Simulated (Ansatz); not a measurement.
**C2H2F4: one species, many methods**

Aim: compute C2H2F4 with functionals from several rungs and with coupled cluster, and see how far each lands from CCSD(T) at the basis-set limit for the atomisation energy.

Computed with Ansatz 0.2.0, Gaussian basis. Level: functionals in def2-TZVPP, the program's frozen cores in correlated methods.

Levels to be run: LDA (SPW92), PBE-D4, revPBE-D4, BLYP-D4, r2SCAN-D4, B97M-V, PBE0-D4, B3LYP-D4, r2SCANh-D4, r2SCAN0-D4, HSE06-D4, BHLYP-D4, CAM-B3LYP-D4, LC-ωPBE, ωB97X-V, ωB97M-V, B2PLYP, PBE-QIDH; CCSD(T)/def2-SVP; CCSD(T)/def2-TZVPP; MP2/def2-QZVPP; extrapolation to the limit; RPA on PBE.

## Step 1: Structure used throughout

All runs share one geometry, relaxed beforehand with PBE0-D4 in a triple-zeta def2 set.

SMILES `FC(F)C(F)F`, 8 atoms, charge 0, spin multiplicity 1.

Atoms are counted from 1 here; the program's logs count them from 0.

Bond lengths: F1–C2 1.350 Å, C2–F3 1.343 Å, C2–C4 1.524 Å, C2–H7 1.095 Å, C4–F5 1.350 Å, C4–F6 1.343 Å, C4–H8 1.095 Å. Angles: F1–C2–F3 108.7°, F1–C2–C4 108.6°, F1–C2–H7 109.1°, F3–C2–C4 110.2°, F3–C2–H7 109.1°, C4–C2–H7 111.1°, C2–C4–F5 108.6°, C2–C4–F6 110.2°, C2–C4–H8 111.1°, F5–C4–F6 108.7°, F5–C4–H8 109.1°, F6–C4–H8 109.1°.

As a file:

```
F    -1.3465   -1.0460    0.3768
C    -0.5196    0.0088    0.5419
F    -1.2237    1.1387    0.3656
C     0.5971   -0.0835   -0.4916
F     1.5067    0.8793   -0.2289
F     0.1056    0.1147   -1.7256
H    -0.1160   -0.0075    1.5598
H     1.0884   -1.0614   -0.4537
```

## Step 2: LDA

This LDA is Slater exchange with PW92 correlation.

The input, in.yaml:

```yaml
crystal:
  periodic: [false, false, false]
  atoms:
    - {symbol: F, position_ang: [-1.346460, -1.046006, 0.376792]}
    - {symbol: C, position_ang: [-0.519649, 0.008767, 0.541917]}
    - {symbol: F, position_ang: [-1.223722, 1.138661, 0.365643]}
    - {symbol: C, position_ang: [0.597080, -0.083463, -0.491637]}
    - {symbol: F, position_ang: [1.506717, 0.879307, -0.228877]}
    - {symbol: F, position_ang: [0.105604, 0.114679, -1.725595]}
    - {symbol: H, position_ang: [-0.115979, -0.007497, 1.559796]}
    - {symbol: H, position_ang: [1.088406, -1.061449, -0.453739]}
basis:
  gaussian: {orbitals: def2-TZVPP}
hamiltonian: {xc: lda}
output: {orbitals: {seedname: orbitals}}
```

Launch:

```sh
$ ansatz run in.yaml --threads 4 --pin off --events-out ev --progress --plain --max-ram 10444MiB
```

After this run come: PBE-D4 (GGA); revPBE-D4 (GGA); BLYP-D4 (GGA); r2SCAN-D4 (meta-GGA); B97M-V (meta-GGA); B3LYP-D4 (hybrid); r2SCANh-D4 (hybrid); r2SCAN0-D4 (hybrid); HSE06-D4 (hybrid); BHLYP-D4 (hybrid); CAM-B3LYP-D4 (range-separated); LC-ωPBE (range-separated); ωB97X-V (range-separated); ωB97M-V (range-separated); B2PLYP (double hybrid); PBE-QIDH (double hybrid); CCSD(T) in def2-SVP; CCSD(T) in def2-TZVPP; MP2 in def2-QZVPP; RPA on PBE orbitals.

**Question.** What will the summary of the whole plan be? Wanted: atomisation energy, CCSD(T)/CBS; farthest beyond LDA; mean size of error, GGA; mean size of error, meta-GGA; mean size of error, hybrid; mean size of error, range-separated; mean size of error, double hybrid; gap, smallest and largest; T1 diagnostic.

As calculated:

| quantity | value |
| --- | --- |
| atomisation energy, CCSD(T)/CBS | 3152.4 kJ/mol |
| functionals within 15.8 kJ/mol (0.5 %) | revPBE-D4, B97M-V, ωB97X-V, ωB97M-V |
| farthest beyond LDA | BHLYP-D4 (-181.5 kJ/mol) |
| mean size of error, GGA | 58.7 kJ/mol |
| mean size of error, meta-GGA | 13.3 kJ/mol |
| mean size of error, hybrid | 56.6 kJ/mol |
| mean size of error, range-separated | 22.5 kJ/mol |
| mean size of error, double hybrid | 27.2 kJ/mol |
| gap, smallest and largest | 8.38 eV (LDA (SPW92)), 16.24 eV (LC-ωPBE) |
| T1 diagnostic | 0.0117 |
| triples share of the correlation energy | 3.1 % |

In words: LDA overbinds by 667.4 kJ/mol (21 %). PBE-D4 misses by +143.3 kJ/mol. Double hybrids carry the basis error of their MP2 part in triple zeta, and no dispersion term here, so their miss is partly the set-up's. By mean error the best rung here is meta-GGA (13.3 kJ/mol) and the worst beyond LDA is GGA (58.7 kJ/mol). The reference freezes the cores and leaves out relativity and excitations past (T), so misses under about 15.8 kJ/mol can't be ranked. Hartree-Fock recovers 69 % of the binding; the rest is correlation. CCSD(T) in def2-SVP is off by -155.3 kJ/mol, worse than the median functional, from the basis alone. Orbital gaps span 8.4 to 16.2 eV; exact exchange widens them.
